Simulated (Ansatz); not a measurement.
**Diamond-structure Ge**

All values below come from LDA (Ansatz, a quantum-chemistry and plane-wave program, PAW).

Numerical settings: plane-wave cutoff 500 eV, 12×12×12 k mesh, Fermi–Dirac smearing 0.05 eV, scalar-relativistic PAW data made under PBE.

Cell (relaxed at this level):

```xyz
2
Lattice="0.0000 2.8109 2.8109 2.8109 0.0000 2.8109 2.8109 2.8109 0.0000" Properties=species:S:1:pos:R:3 pbc="T T T"
Ge     2.8109     2.8109     2.8109
Ge     4.2164     4.2164     4.2164
```

```json
{
  "band_gap": "none"
}
```

Measured, for comparison: band gap 0.79 eV (measured zero-point renormalisation of 52 meV added back here; inputs from Miglio et al. (2020), arXiv:2011.12765).

Spin–orbit coupling is not included.

It cost roughly 19 core-seconds of CPU time.
